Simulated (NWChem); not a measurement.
## Atomisation of tetrafluoromethane (CF₄)

```xyz
5

F      0.0000    -1.0889     0.7700
C      0.0000     0.0000     0.0000
F      0.0000     1.0889     0.7700
F      1.0889     0.0000    -0.7700
F     -1.0889     0.0000    -0.7700
```
Charge 0, spin multiplicity 1.

The numbers come from NWChem runs, not from measurements. Structure: optimised with PBE/def2-SVP, a minimum by its harmonic frequencies.

Basis set: def2-TZVP. The atomisation energy is electronic alone: no zero-point, thermal, spin-orbit or counterpoise terms. No value is extrapolated to the basis-set limit. Free atoms are single determinants with multiplicities F 2, C 3. Correlated methods freeze the same cores in atoms and molecule, 5 orbitals in all.

Relative cost: rough, from shared machines, SCF included, LDA (SVWN5) = 1. Costs are the molecule's.

B3LYP has NWChem's definition, with VWN1-RPA local correlation. GW and range-separated runs recompute their integrals, the others keep them in memory, which bears on the times. The stability of the SCF solutions was not checked. Open-shell Hartree-Fock references start from PBE0 orbitals; any time given for them includes that run.

| method | atomisation energy (kcal/mol) | relative cost |
|---|---|---|
| LDA (SVWN5) | 598.7 | 1 |
| PBE | (withheld) | under 3 |
| PBE0 | 478.3 | under 3 |
| B3LYP | 468.6 | under 3 |
| HF | 311.1 | under 3 |
| BLYP | 478.2 | under 3 |
| r2SCAN | 482.4 | under 3 |
| MP2 | (withheld) | 4 |
| CAM-B3LYP | 479.4 | 10 |

**Question.** What belongs in the gaps?

**Answer.** 
- PBE, atomisation energy (kcal/mol): 504.6
- MP2, atomisation energy (kcal/mol): 492.5
